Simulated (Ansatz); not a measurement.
```yaml
crystal:
  periodic: [false, false, false]
  atoms:
    - {symbol: Al, position_ang: [-0.000993, 0.001608, -0.159642]}
    - {symbol: Cl, position_ang: [0.012840, -0.021090, 2.079998]}
    - {symbol: H, position_ang: [1.551889, 0.011589, -0.649730]}
    - {symbol: H, position_ang: [-0.786163, 1.351353, -0.621662]}
    - {symbol: H, position_ang: [-0.777573, -1.343460, -0.648954]}
basis:
  gaussian: {orbitals: aug-cc-pVDZ}
magnetization: {spin_polarized: true, initial_magnetization: 1}
hamiltonian: {xc: {name: B2PLYP}}
output: {forces: true}
```

```sh
$ ansatz run in.yaml --threads 4 --pin off --events-out ev --progress --plain --max-ram 3916MiB
```

Output, abridged:

```
Functional definition: B2PLYP
788 factors; integrals over basis functions are off by at most 4.4e-4 eV
mean field evaluation 1: about -19156.8587 eV, gradient 7.0e0 eV
mean field evaluation 2: about -19156.8586 eV, gradient 7.0e0 eV
mean field evaluation 4: about -19157.2926 eV, gradient 2.2e0 eV
mean field evaluation 8: about -19157.3471 eV, gradient 1.5e-1 eV
mean field evaluation 16: about -19157.3483 eV, gradient 5.7e-3 eV
mean field evaluation 32: about -19157.3483 eV, gradient 2.9e-5 eV
mean field evaluation 64: about -19157.3483 eV, gradient 1.8e-2 eV
mean field evaluation 96: about -19157.3426 eV, gradient 2.3e-1 eV
mean field -19157.34842930 eV, -704.0195694597 hartree, gradient 1.9e-6 eV, S^2 0.780885; 12 other end points of the search recorded, 0 dependent functions left out
10 core orbitals not correlated: weight in the atoms' cores, before any rotation towards them, 1.000 or more for the frozen orbitals, at most 0.000 for the correlated occupied ones
reference -19157.34859349 eV, -704.0195754934 hartree; 7, 6 occupied and 64, 65 virtual orbitals, 788 factors
second order -7.96715229 eV of doubles, -0.00000000 eV of singles
Total energy: -19159.49972461 eV, -704.0986281039 hartree
Atom 0 at    -0.000993     0.001608    -0.159642 Å, force    -1.121023    -1.968506     0.728172 eV/Å
Atom 1 at     0.012840    -0.021090     2.079998 Å, force     0.138385     0.253004    -0.565333 eV/Å
Atom 2 at     1.551889     0.011589    -0.649730 Å, force     0.456023     0.566035    -0.121875 eV/Å
Atom 3 at    -0.786163     1.351353    -0.621662 Å, force     0.256385     0.680336    -0.119254 eV/Å
Atom 4 at    -0.777573    -1.343460    -0.648954 Å, force     0.270229     0.469131     0.078289 eV/Å
Dipole moment:     0.139879     0.249696    -0.284102 e Å
```

It took 13 s on 4 threads of Arm Neoverse V2 on a shared host.

Correlated methods freeze 10 core orbitals.
